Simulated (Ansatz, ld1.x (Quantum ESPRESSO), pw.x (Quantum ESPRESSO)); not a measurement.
# Be: does the PAW potential hold in the solid?

```
Element                 : beryllium
Generator               : ld1.x (Quantum ESPRESSO) 7.5
Type                    : PAW
Functional              : LDA (PW92)
Relativity              : scalar-relativistic
Frozen core             : [He]
Valence charge          : 2
Reference configuration : 2s1 2p0 (charge +1)
Partial waves           : 2s (bound): rcut 2.20, rcutus 2.45 bohr; 2s channel at 1.2 Ry: rcut 2.20, rcutus 2.45 bohr; 2p (bound, empty): rcut 2.50, rcutus 3.40 bohr; 2p channel at 0.1 Ry: rcut 2.50, rcutus 3.40 bohr
Local potential         : all-electron potential smoothed inside 1.90 bohr (lloc = -2)
Core correction         : Bessel-smoothed model core inside 1.65 bohr
Augmentation charge     : PSQ, inside the norm-conserving radii
```

Atomic tests: cutoffs needed: 6 Ry and 6 Ry (the cutoffs (Ry, on a coarse ladder) from which the occupation-weighted sum of valence levels, in a spherical-Bessel basis at the reference potential, stays within 10 and 1 mRy of its value at 400 Ry); ghost test: no extra level below or beside the all-electron valence levels (s, p, d, f tested) (spherical-Bessel basis up to 400 Ry, 20 bohr box); largest excitation error: +1.3 meV (all-electron minus pseudo) for 2s0 2p2, out of 5 test configurations.

Crystal test: diamond Be in pw.x 7.5, no spin, 10³ k-points, Fermi–Dirac smearing 0.01 Ry, cutoffs 40/320 Ry. The lattice is a test structure that the element need not adopt, and mesh and smearing are coarse.

pw.x input:

```
&control
  calculation='scf', prefix='x', pseudo_dir='./', outdir='./tmp', tstress=.true., disk_io='none'
/
&system
  ibrav=0, nat=2, ntyp=1, ecutwfc=40, ecutrho=320, nbnd=9,
  occupations='smearing', smearing='fd', degauss=0.01
/
&electrons
  conv_thr=1e-09, mixing_beta=0.4, electron_maxstep=70
/
ATOMIC_SPECIES
Be 1.0 Be.UPF
CELL_PARAMETERS angstrom
  0.00000000 2.41541010 2.41541010
  2.41541010 0.00000000 2.41541010
  2.41541010 2.41541010 0.00000000
ATOMIC_POSITIONS crystal
Be 0.0000 0.0000 0.0000
Be 0.2500 0.2500 0.2500
K_POINTS automatic
10 10 10 0 0 0
```

```bash
pw.x < Be.scf.in > Be.scf.out
```

Q: How does the run end?

A: It converges; the pressure is -3.02 GPa against -0.06 GPa from all-electron LAPW. The largest radius (3.40 bohr) exceeds half the bond length (1.98 bohr), so the spheres overlap, which is one possible source of error among others. This is a poor potential for the solid. The log shows:

```
Message from routine setup:
     using ibrav=0 with symmetry is DISCOURAGED, use correct ibrav instead
     lattice parameter (alat)  =       6.4551  a.u.
     unit-cell volume          =     190.1951 (a.u.)^3
     number of electrons       =         4.00
     number of Kohn-Sham states=            9
     kinetic-energy cutoff     =      40.0000  Ry
     charge density cutoff     =     320.0000  Ry
     scf convergence threshold =      1.0E-09
     Exchange-correlation= SLA  PW   NOGX NOGC
     number of k points=    47  Fermi-Dirac smearing, width (Ry)=  0.0100
     iteration #  1     ecut=    40.00 Ry     beta= 0.40
     total energy              =     -12.66490915 Ry
     estimated scf accuracy    <       0.00639484 Ry
     iteration #  2     ecut=    40.00 Ry     beta= 0.40
     total energy              =     -12.65988122 Ry
     estimated scf accuracy    <       0.00231517 Ry
     iteration #  3     ecut=    40.00 Ry     beta= 0.40
     total energy              =     -12.66010646 Ry
     estimated scf accuracy    <       0.00000367 Ry
     iteration #  4     ecut=    40.00 Ry     beta= 0.40
     total energy              =     -12.66011308 Ry
     estimated scf accuracy    <       0.00000154 Ry
     iteration #  5     ecut=    40.00 Ry     beta= 0.40
     total energy              =     -12.66011331 Ry
     estimated scf accuracy    <       0.00000062 Ry
     iteration #  6     ecut=    40.00 Ry     beta= 0.40
     total energy              =     -12.66011340 Ry
     estimated scf accuracy    <          6.8E-09 Ry
     iteration #  7     ecut=    40.00 Ry     beta= 0.40
     the Fermi energy is     2.7292 ev
!    total energy              =     -12.66011341 Ry
     estimated scf accuracy    <          8.5E-10 Ry
     smearing contrib. (-TS)   =      -0.00407194 Ry
     convergence has been achieved in   7 iterations
          total   stress  (Ry/bohr**3)                   (kbar)     P=      -30.17
     Message from routine punch:
     Nothing written, as per user request (disk_io='none')
```
